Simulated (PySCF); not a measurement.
C$_{3}$H$_{3}$F$_{3}$: calculation and literature

Numbering as in the mapped SMILES `[CH2:1]=[CH:2][C:3]([F:4])([F:5])[F:6]` (H(Xn): hydrogen on atom n). Ha(C1) is cis to C3; Hb(C1) is trans to C3.

What is known from experiment: δ 1H H(C2) 5.90; Ha(C1) 5.85; Hb(C1) 5.56 ppm (measured; solution, not stated per compound (mostly CDCl3 or CCl4); Pretsch, Buehlmann, Badertscher, Structure Determination of Organic Compounds, 4th ed. (2009)).
δ 19F F4/F5/F6 -66.9 ppm (measured; G. Saielli, R. Bini, A. Bagno, Computational 19F NMR. 2. Organic compounds, RSC Adv. 2014, ESI (exp. from Berger-Braun-Kalinowski 1994 and Everett 1995)). Coupling constants: 3J(H(C2),Hb(C1)) (cis) 11.1 Hz, 3J(H(C2),Ha(C1)) (trans) 17.5 Hz, 2J(Hb(C1),Ha(C1)) 0.2 Hz.

- NMR shieldings at B97-2/pcSseg-2/GIAO
- J couplings at B3LYP/pcJ-2
- PBE0-D3(BJ)/def2-TZVP structure
- run in PySCF 2.14
- one computed conformer, gas phase, averaged over atoms made equivalent by symmetry, fast rotation or ring inversion, relativity neglected

**Question.** What does the calculation give, and how does it compare?

**Answer.** 
Reference values: measured (solution, not stated per compound (mostly CDCl3 or CCl4); Pretsch, Buehlmann, Badertscher, Structure Determination of Organic Compounds, 4th ed. (2009)).
| atoms | quantity | reference | computed | computed, scaled |
| --- | --- | --- | --- | --- |
| H(C2) | δ 1H | 5.90 | 6.23 | 5.99 |
| Ha(C1) | δ 1H | 5.85 | 6.22 | 5.97 |
| Hb(C1) | δ 1H | 5.56 | 5.85 | 5.63 |

Reference values: measured (G. Saielli, R. Bini, A. Bagno, Computational 19F NMR. 2. Organic compounds, RSC Adv. 2014, ESI (exp. from Berger-Braun-Kalinowski 1994 and Everett 1995)).
```csv
atoms,quantity,reference,computed,"computed, scaled"
F4/F5/F6,δ 19F vs CFCl3,-66.9,-81.1,-71.5
```

Computed shifts are σ(ref) − σ with the named reference compound (TMS for H and C) calculated as an isolated molecule at the same level. The measured values may be among those fitted. Shieldings were converted by linear fits to measured shifts (mostly CDCl3, TMS scale, for H and C): 1H: δ = 29.81 − 0.938σ (rms 0.14 ppm, 293 shifts, 0.16 ppm with the 4 outliers that the fit left out); 19F: δ = 160.24 − 0.938σ +9.4 on sp3 carbon (rms 4.8 ppm, 130 shifts, 5.6 ppm with the 3 outliers that the fit left out vs CFCl3, solution or neat liquid). Occasional misses reach two or three times the rms, and more in compound classes unlike the fitted ones.

Coupling constants in Hz:
| coupling | reference | computed | source |
| --- | --- | --- | --- |
| 3J(H(C2),Hb(C1)) cis | 11.1 | 12.8 | measured; solution (compiled); Pretsch, Buehlmann, Badertscher, Structure Determination of Organic Compounds, 4th ed., Springer 2009 |
| 3J(H(C2),Ha(C1)) trans | 17.5 | 19.1 | measured; solution (compiled); Pretsch, Buehlmann, Badertscher, Structure Determination of Organic Compounds, 4th ed., Springer 2009 |
| 2J(Hb(C1),Ha(C1)) | 0.2 | 1.6 | measured; solution (compiled); Pretsch, Buehlmann, Badertscher, Structure Determination of Organic Compounds, 4th ed., Springer 2009 |

**Question.** How far are the unscaled 1H shifts from the references?

**Answer.** Mean signed difference +0.33 ppm, mean absolute 0.33 ppm over 3 comparisons; the largest is +0.37 ppm at Ha(C1) (hydrogen on a terminal =CH2 carbon).

7 of the 8 published NMR values on file for this molecule are compared.
